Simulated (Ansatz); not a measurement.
# A ladder of methods for SiNH2Cl (SMILES N[Si]Cl)

SiNH2Cl: 5 atoms, total charge 0, spin state singlet. As SMILES, `N[Si]Cl`. The coordinates come from a PBE0-D4/def2-TZVP relaxation. This is one conformer, not always the lowest.

```xyz
5

N    -0.1482    0.5834   -0.2339
Si   -0.1162   -0.3418    1.1926
Cl    0.6490   -2.1245    0.3773
H    -0.4733    1.5386   -0.2274
H     0.1386    0.2706   -1.1500
```

Quantity: the energy change with the N1–H4 bond stretched from 1.009 to 1.514 Å, in eV. The values are calculated.

```json
{"level": "PBE/STO-3G (restricted)", "kind": "GGA", "program": "Ansatz", "value (eV)": "2.31", "less FCI/STO-3G": "-0.06", "CPU time (all runs)": "2.9 s"}
{"level": "revPBE/STO-3G (restricted)", "kind": "GGA", "program": "Ansatz", "value (eV)": "2.27", "less FCI/STO-3G": "-0.10", "CPU time (all runs)": "3.1 s"}
{"level": "BHLYP/STO-3G (restricted)", "kind": "global hybrid", "program": "Ansatz", "value (eV)": "2.92", "less FCI/STO-3G": "+0.55", "CPU time (all runs)": "2.9 s"}
{"level": "PBE0/STO-3G (restricted)", "kind": "global hybrid", "program": "Ansatz", "value (eV)": "2.67", "less FCI/STO-3G": "+0.30", "CPU time (all runs)": "2.9 s"}
{"level": "CAM-B3LYP/STO-3G (restricted)", "kind": "range-separated hybrid", "program": "Ansatz", "value (eV)": "2.68", "less FCI/STO-3G": "+0.31", "CPU time (all runs)": "3.2 s"}
{"level": "wB97M-V/STO-3G (restricted)", "kind": "range-separated hybrid", "program": "Ansatz", "value (eV)": "2.68", "less FCI/STO-3G": "+0.31", "CPU time (all runs)": "47 s"}
{"level": "wB97X/STO-3G (restricted)", "kind": "range-separated hybrid", "program": "Ansatz", "value (eV)": "2.76", "less FCI/STO-3G": "+0.39", "CPU time (all runs)": "13 s"}
{"level": "FCI/STO-3G", "kind": "exact in the basis", "program": "Ansatz", "value (eV)": "2.37", "less FCI/STO-3G": "0.00", "CPU time (all runs)": "41 s"}
```

FCI/STO-3G is exact within its basis and frozen core, so for wave-function methods in that basis the difference is their error; functionals converge differently with the basis, so for them it is only a difference. The first shape isn't each level's own minimum. The values span 2.27 to 2.92 eV. All rows use very small basis sets, so even the best lies far from the true value. CPU times are rough (shared hosts, several kinds of processor): they show what a rung costs within a factor of a few.
